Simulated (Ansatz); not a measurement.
Ideal-gas functions of C₂H₃NS (`SC1C=N1`) at 800 K and 1 bar, from an Ansatz frequency run at PBE0-D4/def2-TZVP.

Molar mass 73.12 g/mol, point group C1 (symmetry number 1), electronic degeneracy 1, moments of inertia 22.0, 126.364, 131.92 u Å². Harmonic wavenumbers (cm⁻¹, unscaled): 198, 340, 368, 721, 757, 843, 926, 1007, 1050, 1295, 1310, 1773, 2698, 3152, 3231.

Use S(trans) = R[1.5 ln M + 2.5 ln T − 1.1517]; rotational temperatures θ = 24.2544 K / I; S(rot) = R[ln(√π/σ · √(T³/θAθBθC)) + 1.5]; for each mode x = 1.438777 ν̃/T, S = R[x/(eˣ − 1) − ln(1 − e⁻ˣ)] and H = RT x/(eˣ − 1); 1 cm⁻¹ = 0.0119627 kJ/mol; R = 8.31446 J/(mol·K).

Task: By hand: the entropy, in J/(mol·K).

Result: Translation 182.9. Rotation: θ = 1.1025, 0.1919, 0.1839 K, giving 114.1. Vibration, mode by mode: 16.94, 12.53, 11.90, 6.71, 6.36, 5.61, 4.97, 4.43, 4.16, 2.94, 2.88, 1.49, 0.38, 0.19, 0.17, in all 81.7. Electronic 0.0. Sum 378.7 J/(mol·K).

Task: By hand: H − E and G − E in kJ/mol, counted from the electronic energy.

Result: Zero-point energy ½ × 19669 × 0.0119627 = 117.6; thermal vibration 36.2; translation, rotation and pV give 4 RT = 26.6. H − E = 180.4 kJ/mol, and G − E = 180.4 − 800 × 378.7/1000 = -122.6 kJ/mol.

Vibration gives 22 % of the entropy. The sum counts one conformer and one mirror image; others add a mixing term.
